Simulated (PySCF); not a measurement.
Compound: C3H5NO.
Bonds: C1–O2, O2–C3, C3–N4 (double), N4–C5, C3–C5. Hydrogens: H6, H7, H8 on C1; H9, H10 on C5.

The closed-shell SCF was solved with PySCF and density fitting under several settings on one GFN2-xTB geometry (grid level 2 and gas phase unless stated).

```json
{"settings": "PBE0/pcSseg-1", "basis functions": "110", "SCF cycles": "14", "E (Eh)": "-246.9033", "HOMO (eV)": "-7.60", "LUMO (eV)": "0.84", "dipole (D)": "2.42"}
{"settings": "wB97X-D/def2-SVPD", "basis functions": "143", "SCF cycles": "14", "E (Eh)": "-246.9607", "HOMO (eV)": "-9.59", "LUMO (eV)": "2.26", "dipole (D)": "2.32"}
```

Task: Estimate the row for these settings: PBE0/def2-SVPD.

Result: 
```csv
settings,basis functions,SCF cycles,E (Eh),HOMO (eV),LUMO (eV),dipole (D)
PBE0/def2-SVPD,143,14,-246.7645,-7.71,0.64,2.31
```

Task: Over all rows, what range does the HOMO–LUMO gap span?

Result: From 8.35 eV (PBE0/def2-SVPD) to 11.85 eV (wB97X-D/def2-SVPD). The functional of the narrowest has 25 % exact exchange, that of the widest range-separated exact exchange.

Task: And the dipole moment?

Result: From 2.31 D (PBE0/def2-SVPD) to 2.42 D (PBE0/pcSseg-1); the largest is 1.05 times the smallest, and the median is 2.32 D.

Task: Compare two rows with the functional PBE0: PBE0/pcSseg-1 and PBE0/def2-SVPD. Which energy is lower, and by how much?

Result: PBE0/pcSseg-1 (110 functions) lies 0.1388 Eh or 87 kcal/mol below PBE0/def2-SVPD (143 functions). The smaller set gives the lower energy; the two sets aren't nested, so the variational bound doesn't order them by size.

wB97X-D ran without the empirical dispersion term, which would shift the total energy alone. Cycle counts include a coarse-grid stage where the run had one.

Conformer computed: `[CH3:1][O:2][C:3]1=[N:4][CH2:5]1`: C1–O2–C3–N4 0°.

One conformer stands for the species.
